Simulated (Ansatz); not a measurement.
A nudged elastic band was laid between two geometries of C2H4S (7 atoms, charge 0, multiplicity 1).

Theory: RKS PBE0/def2-SVP (Ansatz).

| Property | Result |
| --- | --- |
| movable images | 7 |
| climbing image | yes |
| spring | 5.0 eV/Å² |
| optimiser | quadratic models (default) |
| start path | IDPP |
| force threshold | 0.05 eV/Å |
| iteration limit | 60 |
| end points | relaxed |

First end point:

```xyz
7
Properties=species:S:1:pos:R:3
C -0.955 0.321 -0.536
C 0.225 0.152 0.066
S 0.803 -1.395 0.672
H -1.653 -0.505 -0.698
H -1.254 1.312 -0.885
H 0.902 0.999 0.214
H 1.993 -0.952 1.121
```

Last end point:

```xyz
7
Properties=species:S:1:pos:R:3
C -0.760 0.315 -0.447
C 0.444 0.407 0.124
S 1.411 -0.860 0.849
H -1.303 -0.631 -0.525
H -1.239 1.206 -0.860
H 0.958 1.373 0.183
H 0.550 -1.878 0.630
```

(1) What changes between the two ends?

(2) Give the energies along the band, and the barrier.

(3) What is the geometry of the highest image?

(4) What are the harmonic wavenumbers there?

Answers

(1) No bond is made or broken. The dihedral C1–C2–S3–H7 goes from 179 to 0°.

(2) It converged. The highest image is number 5 of 0 to 8, 3.0 kcal/mol above the first end and 3.7 kcal/mol above the last; the last end lies 0.6 kcal/mol below the first. A vibrational analysis at the climbing image gives one clearly imaginary mode, 256i cm⁻¹: a first-order saddle point.

| image | path coordinate (Å) | energy (kcal/mol) | dihedral C1–C2–S3–H7 (°) |
| --- | --- | --- | --- |
| 0 | 0.00 | 0.0 | 179 |
| 1 | 0.34 | 0.1 | 159 |
| 2 | 0.67 | 0.5 | 139 |
| 3 | 1.01 | 1.5 | 120 |
| 4 | 1.35 | 2.5 | 99 |
| 5 | 1.68 | 3.0 | 78 |
| 6 | 2.08 | 2.2 | 51 |
| 7 | 2.47 | 0.3 | 24 |
| 8 | 2.87 | -0.6 | 0 |

(3) 
```xyz
7
Properties=species:S:1:pos:R:3:forces:R:3
C -0.633 0.285 -0.733 0.01 -0.01 0.00
C 0.065 0.346 0.400 -0.01 0.02 -0.01
S 0.551 -1.088 1.341 0.00 0.00 0.01
H -0.938 -0.672 -1.167 0.00 0.00 0.00
H -0.910 1.200 -1.266 0.00 0.00 0.00
H 0.343 1.315 0.831 0.00 -0.01 0.01
H 1.583 -1.454 0.549 0.00 0.00 0.00
```

(4) 256i, 384, 580, 720, 926, 970, 1004, 1033, 1288, 1386, 1693, 2699, 3159, 3190, 3267 cm⁻¹.

The run took 2.2 min on 1 thread of Arm Neoverse N1, on a shared host, peak memory 0.14 GiB.
